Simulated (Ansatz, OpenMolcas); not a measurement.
Heat of formation of C2H2F4 (norflurane) from total energies

The species is C2H2F4 (8 atoms), meant as a singlet with charge 0. SMILES: `FCC(F)(F)F`. Geometry: relaxed at PBE0-D4/def2-TZVP.

Total energies at B3LYP/6-31G* (spherical functions) (OpenMolcas 26.06); the atoms run unrestricted:

| species | state | energy (Eh) |
| --- | --- | --- |
| C2H2F4 | singlet | -476.765136 |
| F | doublet | -99.714578 |
| C | triplet | -37.844694 |
| H | doublet | -0.500273 |

Harmonic wavenumbers at PBE0-D4/def2-TZVP, in cm⁻¹: 109, 218, 350, 413, 535, 552, 671, 858, 982, 1143, 1203, 1211, 1312, 1320, 1449, 1486, 3081, 3143.

Measured heats of formation of the gaseous atoms at 298.15 K, in kJ/mol: F 79.4, C 716.9, H 218.0. Spin-orbit lowering of the atoms at 298 K (mean of the ground term's levels less their thermal mean, from spectra), in kJ/mol: F 1.29, C 0.02. Take 1 Eh = 2625.50 kJ/mol, 1 cm⁻¹ = 0.0119627 kJ/mol, RT = 2.479 kJ/mol.

Q: What heat of formation follows?

A: 
1. Electronic atomisation energy: 4 × (-99.714578) + 2 × (-37.844694) + 2 × (-0.500273) − (-476.765136) = 1.216890 Eh = 3194.9 kJ/mol.
2. Zero-point energy: half the sum of the wavenumbers, 10018 cm⁻¹ = 119.8 kJ/mol.
3. Thermal vibrational enthalpy, Σ hcν̃/(exp(hcν̃/kT) − 1): 6.9 kJ/mol. Translation, rotation and pV of a non-linear molecule: 4 RT = 9.9 kJ/mol.
4. The 8 free atoms carry 5/2 RT each: 49.6 kJ/mol.
5. Spin-orbit coupling lowers the free atoms by 4 × 1.29 + 2 × 0.02 = 5.2 kJ/mol.
6. Atomisation enthalpy at 298 K: 3194.9 − 5.2 − 119.8 − 6.9 − 9.9 + 49.6 = 3102.7 kJ/mol.
7. Sum of the atoms' heats of formation: 2187.4 kJ/mol. Heat of formation: 2187.4 − 3102.7 = -915.3 kJ/mol.

No measured value is set beside it here. Anharmonicity and any spin-orbit splitting of the molecule are left out.
